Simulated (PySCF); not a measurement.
Computed with PySCF 2.14.0 with TPSSh-D3(BJ)/def2-TZVP // CAM-B3LYP-D3(BJ)/def2-TZVP. Isolated molecules, 0 K electronic values unless said otherwise. Excitations are Tamm–Dancoff values on a coarser integration grid. The basis has no diffuse functions, so Rydberg states are missing or too high.

Reference species (SMILES): `ClBCl` (neutral, multiplicity 1).

| Item | Value |
|---|---|
| HOMO–LUMO gap | 6.40 eV |
| S1 excitation (TDA) | 5.72 eV |
| brightest of the four lowest singlets (TDA) | 7.00 eV |

Changed species: `B(Cl)(Cl)Cl` (3 of 3 H replaced by Cl; the reference has 2 of 3 H replaced by Cl).

Q: Give the shifts of the HOMO–LUMO gap, S1 excitation (TDA) and brightest of the four lowest singlets (TDA).

A: the HOMO–LUMO gap drops by 0.20 eV, to 6.20 eV; the S1 excitation (TDA) falls by 0.17 eV, to 5.55 eV; the brightest of the four lowest singlets (TDA) increases by 0.05 eV, to 7.05 eV.
